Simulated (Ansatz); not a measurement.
# BH₃ (singlet): the correlation ladder at distance B1–H2 = 1.634 Å, cc-pVDZ

How much of the correlation energy of BH₃ (singlet) does each wave-function method recover here?

The runs use Ansatz 0.2.0, Gaussian basis; cc-pVDZ, core rule «outside noble gas», up to 1 orbitals frozen.

The runs, in order: UHF; CCSD(T) on RHF; BCCD(T) on RHF; CISD; CCSDT(Q) on RHF; CCSDTQ on RHF; CASSCF and MRCISD+Q, 2 electrons in 2 orbitals; CASSCF and NEVPT2, 2 electrons in 2 orbitals; CASSCF and MRCISD+Q, 6 electrons in 7 orbitals; CASSCF and NEVPT2, 6 electrons in 7 orbitals; Full CI.

18 further runs of the same task are left out: 4 for a known fault of the program, 10 that didn't finish, 4 set aside as unsound or not needed.

**1. The geometry**

The geometry derives from a PBE0/def2-TZVP stationary point (not a proven minimum). One bond is set to the value named and the two fragments are kept rigid.

4 atoms, charge 0, spin multiplicity 1.

Atoms are counted from 1 here; the program's logs count them from 0.

Bond lengths: B1–H3 1.193 Å, B1–H4 1.193 Å. Angles: H3–B1–H4 120.0°.

As a file:

```
atom     x (Å)     y (Å)     z (Å)
  B1  -0.03209  -0.00039   0.00001
  H2   1.60179   0.01954  -0.00035
  H3  -0.64139   1.02582  -0.00283
  H4  -0.61617  -1.04116   0.00310
```

**2. UHF**

The input, in.yaml:

```yaml
crystal:
  periodic: [false, false, false]
  atoms:
    - {symbol: B, position_ang: [-0.032093, -0.000391, 0.000007]}
    - {symbol: H, position_ang: [1.601785, 0.019538, -0.000346]}
    - {symbol: H, position_ang: [-0.641388, 1.025821, -0.002830]}
    - {symbol: H, position_ang: [-0.616174, -1.041160, 0.003102]}
basis:
  gaussian: {orbitals: cc-pVDZ}
magnetization: {spin_polarized: true, initial_magnetization: 0}
hamiltonian: {xc: hf}
output: {orbitals: {seedname: orbitals}}
```

Started as:

```console
> ansatz run in.yaml --threads 1 --pin off --events-out ev --progress --plain --max-ram 2393MiB
```

The runs that follow: CCSD(T) on RHF; BCCD(T) on RHF; CISD; CCSDT(Q) on RHF; CCSDTQ on RHF; CASSCF and MRCISD+Q, 2 electrons in 2 orbitals; CASSCF and NEVPT2, 2 electrons in 2 orbitals; CASSCF and MRCISD+Q, 6 electrons in 7 orbitals; CASSCF and NEVPT2, 6 electrons in 7 orbitals; Full CI.

Q: Predict the results of all the runs planned. Wanted: FCI below the RHF energy; RMP2 from FCI; RCCSD from FCI; RCCSD(T) from FCI; RCCSDT(Q) from FCI; NEVPT2 pair from FCI; MRCISD+Q pair from FCI; NEVPT2 valence from FCI; T1 diagnostic.

The runs gave:

| quantity | value |
| --- | --- |
| FCI below the RHF energy | -3.3571 eV |
| RMP2 from FCI | +18.26 kcal/mol |
| RCCSD from FCI | +1.59 kcal/mol |
| RCCSD(T) from FCI | +0.35 kcal/mol |
| RCCSDT(Q) from FCI | +0.01 kcal/mol |
| NEVPT2 pair from FCI | +15.25 kcal/mol |
| MRCISD+Q pair from FCI | -0.35 kcal/mol |
| NEVPT2 valence from FCI | +11.80 kcal/mol |
| levels within 1 kcal/mol (43 meV) | RCCSD(T), BCCD(T), RCCSDT, RCCSDT(Q), RCCSDTQ, MRCISD+Q pair, MRCISD+Q valence |
| T1 diagnostic | 0.010 |
| effectively unpaired electrons | 0.05 |

RCCSD(T) misses by +0.35 kcal/mol, 0.5 % of the correlation energy. MRCISD+Q pair falls below full CI: the +Q correction isn't variational, and the cores differ from full CI's. One determinant dominates. Of the multireference levels listed MRCISD+Q valence comes nearest in total energy (+0.05 kcal/mol), which doesn't show that its space is the better one. These misses are within one basis, not against nature.
